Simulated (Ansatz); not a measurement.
## Worked example: Ge–CH$_{2}$, quintet against Ge–CH2, triplet

Geometry (PBE0/def2-TZVP stationary point of a triplet), kept for both states (Ge–CH2, triplet: A2; Ge–CH2, quintet: B2):

```yaml
atoms:
  - { symbol: Ge, position_ang: [0.0000, 0.0000, 0.3308] }
  - { symbol: C, position_ang: [0.0000, 0.0000, -1.6265] }
  - { symbol: H, position_ang: [0.0000, 0.9089, -2.2295] }
  - { symbol: H, position_ang: [0.0000, -0.9089, -2.2295] }
```

Basis cc-pVDZ; Ansatz 0.2.0. Only valence electrons are correlated (noble-gas cores and the filled d shells of p-block atoms frozen). Prefix R: restricted or restricted open-shell reference. No spin–orbit coupling is included, and no scalar relativity.

Full CI isn't at hand for all of this; RCCSDTQ serves as the reference, and is uncertain by about the last step of the cluster series.

```csv
level,"E(Ge–CH2, triplet) (hartree)","E(Ge–CH2, quintet) (hartree)"
RCCSD(T),-2114.496771,-2114.401618
PBE,-2115.790753,-2115.682894
r2SCAN,-2116.126806,-2116.028738
RCCSDTQ,-2114.498067,-2114.402695
```

**Question.** Give the vertical gap, Ge–CH2 quintet less Ge–CH2 triplet, at each level in eV (1 hartree = 27.2114 eV), and each error against RCCSDTQ.

**Answer.** RCCSDTQ: (-2114.402695 − (-2114.498067)) × 27.2114 = 2.595 eV (the reference)
r2SCAN: (-2116.028738 − (-2116.126806)) × 27.2114 = 2.669 eV, error 0.074 eV
PBE: (-2115.682894 − (-2115.790753)) × 27.2114 = 2.935 eV, error 0.340 eV
RCCSD(T): (-2114.401618 − (-2114.496771)) × 27.2114 = 2.589 eV, error -0.006 eV

Total energies of functionals can't be set beside those of wave-function methods, since they hold the core's correlation and their own absolute errors; only the differences compare.

In so small a basis the reference is far from its limit while semilocal and hybrid functionals are nearer theirs, so the functionals' errors here hold much of the reference's basis and frozen-core error, which can add to them or hide them.

Each level lands on the state that its own search finds. T1 diagnostics of restricted CCSD: 0.020 and 0.023.
